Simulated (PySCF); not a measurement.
Species: PO4 (charge -3).
SMILES with atom numbers: `[O:1]=[P:2]([O-:3])([O-:4])[O-:5]`
Bond orders are those of one Lewis drawing.
The ion is multiply charged and has no counter-ions or solvent; whether it holds all its electrons wasn't checked.

Method: PySCF 2.14.0, PBE0-D3(BJ)/def2-SVP geometry optimisation, gas phase; density fitting, grid level 1; the optimiser is geomeTRIC in internal coordinates, started from a GFN2-xTB structure.

Step 0: E = -17442.8396 eV
```
atom  x, y, z in Å  |  force x, y, z in eV/Å
O1      0.2112   -0.3945    1.5167    0.084  -0.164   0.640
P2      0.0017    0.0006   -0.0035    0.000  -0.002   0.003
O3     -0.8322    1.3453   -0.0896   -0.356   0.560  -0.040
O4      1.4124    0.2086   -0.6943    0.593   0.093  -0.297
O5     -0.7845   -1.1572   -0.7465   -0.322  -0.486  -0.306
```

**Question.** Estimate the geometry and energy of step 1. (The exact step hangs on the optimiser's Hessian estimate; all steps are aligned on step 0, rigid shifts and turns removed.)

**Answer.** E = -17442.8598 eV, largest force 0.099 eV/Å
```
atom  x, y, z in Å  |  force x, y, z in eV/Å
O1      0.2131   -0.3991    1.5340   -0.012   0.028  -0.092
P2      0.0018    0.0006   -0.0034    0.000   0.001  -0.001
O3     -0.8415    1.3605   -0.0906    0.048  -0.086   0.004
O4      1.4283    0.2111   -0.7026   -0.087  -0.009   0.042
O5     -0.7931   -1.1702   -0.7546    0.052   0.067   0.047
```

The energy changes by -0.0202 eV. The first-order estimate −F·Δx gives -0.0475 eV and the mean of the old and new forces, exact on a quadratic surface, -0.0203 eV. The step makes an angle of 1° with the force vector and moves no atom by more than 0.018 Å.

What follows is the cost of the whole optimisation. The run took 6.4 s of wall time on one thread of an Arm Neoverse V1, no GPU, shared host with 32 logical CPUs at a one-minute load of 15, and the process peaked at 0.32 GiB of memory.
